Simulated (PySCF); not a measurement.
Species: butyronitrile, C4H7N.
Atom-mapped SMILES: `[CH3:1][CH2:2][CH2:3][C:4]#[N:5]` (hydrogens: H6, H7, H8 on C1; H9, H10 on C2; H11, H12 on C3)

Method: PBE0-D3(BJ)/def2-TZVP geometry optimisation, gas phase in PySCF.

(1) Give the optimised bond lengths and angles.

## Answers

(1) 
| bond | length (Å) | order |
| --- | --- | --- |
| C1–C2 | 1.517 | single |
| C2–C3 | 1.530 | single |
| C3–C4 | 1.455 | single |
| C4≡N5 | 1.150 | triple |
| C1–H6, C1–H7, C1–H8 | 1.092 | single |
| C2–H9, C2–H10 | 1.093 | single |
| C3–H11, C3–H12 | 1.094 | single |

Bonds in one row agree within 0.01 Å and their mean is given. Orders are formal, as drawn. A selection of angles:
| angle | degrees |
| --- | --- |
| C2–C1–H6 | 110.9 |
| H6–C1–H7 | 107.8 |
| C1–C2–C3 | 113.0 |
| C1–C2–H9 | 110.2 |
| C3–C2–H9 | 108.8 |
| C3–C2–H10 | 107.5 |
| H9–C2–H10 | 106.8 |
| C2–C3–C4 | 112.5 |
| C2–C3–H11 | 110.7 |
| C2–C3–H12 | 110.3 |
| C4–C3–H11 | 108.1 |
| H11–C3–H12 | 107.0 |
| C3–C4–N5 | 178.8 |

Dihedral angles: C1–C2–C3–C4 -62° (synclinal). The mirror-image conformer, all signs reversed, is as good.

The C–C distances run from 1.455 Å (C3–C4, drawn single) to 1.530 Å (C2–C3, drawn single), a spread of 0.075 Å. Of the pairs four or more bonds apart, C4···H8 is among the closest relative to their van der Waals radii: 2.72 Å, 94 % of the sum of Bondi's values.

Point group: C1 (no symmetry element, even within 0.4 Å). Not checked by PBE0-D3(BJ)/def2-TZVP frequencies. One conformer, not necessarily the lowest.
